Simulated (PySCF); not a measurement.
Working out the electron affinity of P

P⁻ [Ne] 3s2 3p4 (3P) → P [Ne] 3s2 3p3 (4S). Calculation: PySCF 2.14, in aug-cc-pwCVTZ; the non-relativistic Hamiltonian (point nucleus). Frozen: nothing. Energies in hartree (1 hartree = 27.21139 eV):

```csv
part,P⁻ (lower),P (upper)
UHF,-340.704764,-340.716611
MP2 opposite-spin,-0.293498,-0.268368
MP2 same-spin,-0.110959,-0.107357
```

Problem. What does Hartree-Fock give?

Solution. (-340.716611) − (-340.704764) = -0.011847 hartree = -0.322 eV.

Problem. What do MP2 and SCS-MP2 (6/5 opposite-spin, 1/3 same-spin) give?

Solution. The opposite-spin parts differ by 0.684 eV and the same-spin parts by 0.098 eV. MP2: -0.322 + (0.684) + (0.098) = 0.460 eV. SCS-MP2: -0.322 + 1.2 × (0.684) + (0.098)/3 = 0.531 eV.

A first-order spin-orbit estimate adds 0.012 eV to MP2 (all electrons), giving 0.472 eV against 0.747 eV (measured; photodetachment measurements, as compiled on the Wikipedia data page of electron affinities).

What remains against the reference includes basis incompleteness and correlation beyond second order.
